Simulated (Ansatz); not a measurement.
Geometry optimisation, RKS PBE-D4/6-31G* in Ansatz 0.2.0.

The input (input.yaml):

```yaml
crystal:
  periodic: [false, false, false]
  atoms:
    - { symbol: Si, position_ang: [0.192632, -0.010984, 0.136833] }
    - { symbol: C, position_ang: [0.149049, -0.045809, 2.021325] }
    - { symbol: H, position_ang: [-0.55998, -0.793709, 2.425539] }
    - { symbol: H, position_ang: [1.149745, -0.324147, 2.405568] }
    - { symbol: H, position_ang: [-0.097535, 0.944537, 2.450282] }
    - { symbol: H, position_ang: [1.589782, -0.362277, -0.310129] }
    - { symbol: H, position_ang: [-0.133815, 1.335929, -0.432083] }
    - { symbol: H, position_ang: [-0.713675, -1.046663, -0.465193] }
    - { symbol: S, position_ang: [-3.009206, 0.766831, 0.84438] }
    - { symbol: H, position_ang: [-3.183489, -0.505268, 0.390714] }
    - { symbol: H, position_ang: [-2.127009, 0.35036, 1.825765] }
basis:
  gaussian: { orbitals: "6-31G*" }
hamiltonian:
  xc: pbe
  dispersion: d4
relax:
  f_tol: 0.03
  max_steps: 50
output:
  orbitals: {}
```

Launched with:

```bash
$ ansatz run input.yaml --threads 1 --pin off --max-ram 2048MiB --backend cpu --events-out ev --progress --plain --runs-dir out
```

Problem. Where does it end, and by what steps?

Solution. The forces met the threshold. The force dipped under the threshold on the way, but the program's further checks kept it going. After 28 steps the energy has fallen by 0.221 eV; H11 moved furthest, 1.53 Å.

```tsv
step	energy less start (eV)	largest force component (eV/Å)	accepted
0	0.0000	0.572	yes
1	-0.0955	0.291	yes
2	-0.1219	0.156	yes
3	-0.1318	0.115	yes
4	-0.1183	0.418	no
5	-0.1362	0.091	yes
6	-0.1393	0.107	yes
7	-0.1418	0.281	yes
8	-0.1480	0.195	yes
9	-0.1565	0.425	yes
10	-0.1768	0.257	yes
11	-0.2018	0.068	yes
12	-0.2105	0.022	yes
13	-0.2009	0.544	no
14	-0.2124	0.077	yes
15	-0.2126	0.216	yes
16	-0.2145	0.045	yes
17	-0.2154	0.008	yes
18	-0.2159	0.107	yes
19	-0.2163	0.056	yes
20	-0.2166	0.004	yes
21	-0.2172	0.062	yes
22	-0.2163	0.234	no
23	-0.2177	0.031	yes
24	-0.2183	0.056	yes
25	-0.2187	0.070	yes
26	-0.2189	0.220	yes
27	-0.2201	0.102	yes
28	-0.2209	0.028	yes
```

```xyz
11
Properties=species:S:1:pos:R:3
Si 0.291 -0.237 0.163
C 0.447 -0.024 2.033
H 0.603 -0.996 2.531
H 1.301 0.629 2.283
H -0.471 0.435 2.438
H 1.535 -0.838 -0.430
H 0.045 1.081 -0.519
H -0.859 -1.145 -0.187
S -3.376 0.997 1.291
H -2.784 0.730 0.097
H -3.476 -0.323 1.593
```

Time of the run: 60 s on 1 thread of Arm Neoverse V2, on a shared host, peak memory 0.13 GiB.
